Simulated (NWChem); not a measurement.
# Lowest excitation of C2H3F

```
C
C 1 1.3259
F 1 1.3288 2 122.79
H 2 1.0902 1 119.59 3 180.00
H 2 1.0920 4 119.31 1 180.00
H 1 1.0951 2 124.90 4 0.00
```
Charge 0, spin multiplicity 1.

Everything below was run with NWChem. The geometry was optimised at PBE0/def2-SVP, a minimum by its harmonic frequencies.

Basis set: def2-SVPD.

B3LYP has NWChem's definition, with VWN1-RPA local correlation. The structure started from a generated list of species.

Q: Order these methods by the lowest vertical singlet excitation energy they give, lowest first: CIS, TD-PBE, TDA-BHandHLYP, TD-B3LYP.

A: TD-PBE (6.95 eV), TD-B3LYP (7.16 eV), TDA-BHandHLYP (7.54 eV), CIS (7.93 eV)
